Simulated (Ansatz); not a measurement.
Graphite, treated with rVV10 (Ansatz, a first-principles code, PAW).

Run with plane-wave cutoff 520 eV, 24×24×8 k mesh (along the axes of the cell as run), Fermi–Dirac smearing 0.05 eV, scalar-relativistic PAW data made under PBE.

Properties against volume:

Shape and atoms are relaxed at each volume.

```tsv
V (Å³/atom)	P (GPa)	c (Å)	a (Å)
8.554	1.94	6.496	2.466
8.733	0.87	6.619	2.468
8.911	0.00	6.744	2.470
9.089	-0.69	6.870	2.472
9.267	-1.23	6.998	2.473
```

Note: the bulk modulus comes from volumes at which shape and atoms were relaxed.
